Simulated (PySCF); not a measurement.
# C2H5N (N-methylmethanimine): the cost of one run

The runs use PySCF 2.14.0, with density-fitted response routines of our own; the level of theory stands in each step. All values are computed, except where a source is named. Atoms count from 0, in the outputs and in this text.

## Step 1: The starting structure

8 atoms, charge 0, multiplicity 1; geometry from: MMFF94s. The atoms were then displaced at random by about 0.03 Å, so the start is not that level's minimum.

Bonds of the start (Å): C0–N1 1.33, N1–C2 1.50, C0–H3 1.09, C0–H4 1.16, C2–H5 1.13, C2–H6 1.04, C2–H7 1.02.

## Step 2: Optimising the geometry at PBE0-D3(BJ)/def2-SVP

Job settings and geometry (Å):

```
{"job": {"xc": "PBE0", "basis": "def2-SVP", "d3": "d3bj", "grid": 1, "shake": 0.03, "kind": "geom"}, "charge": 0, "multiplicity": 1}
C      1.297620    -0.264700     0.381010
N      0.104130    -0.810060     0.183510
C     -1.044940     0.046140    -0.267470
H      2.220800    -0.751160     0.683940
H      1.374260     0.874760     0.184460
H     -0.727390     1.123450    -0.364440
H     -1.335420    -0.311080    -1.202580
H     -1.750830     0.006990     0.473360
```

Launch:

```bash
$ OMP_NUM_THREADS=1 python probes_run.py task.json out
```

The driver reads the jobs from task.json and runs them one after another.

**Question.** How long does this first job take on 1 thread of Arm Neoverse V1, shared host, and how much memory does it need?

About 7.6 s, with a peak of 0.29 GiB.
